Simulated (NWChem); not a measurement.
System: Li2; SMILES [Li][Li]

Results from NWChem. All runs use the structure optimised with B3LYP/6-31G* (spherical d). Gas phase, vertical.

PBE/def2-SVPD, TDA puts singlet state 1 at 2.04 eV with oscillator strength 0.645; the lowest singlet and triplet lie at 2.04 and 0.94 eV.

**Question.** Give the wavelength, the transition dipole and the radiative lifetime of that state in vacuum, and the vertical singlet-triplet gap.

**Answer.** 
1. λ = 1239.84/2.04 = 608 nm, or 16450 cm⁻¹.
2. f = (2/3) ΔE μ² in atomic units, so μ = √(1.5 f/ΔE) = 3.59 a.u. = 9.13 D.
3. τ = 1.499 s cm⁻² / (f ν²) = 8.6 ns, for a non-degenerate state that emits at the vertical energy.
4. S1 − T1 = 1.10 eV; if both came from one orbital pair it would be twice their exchange integral.
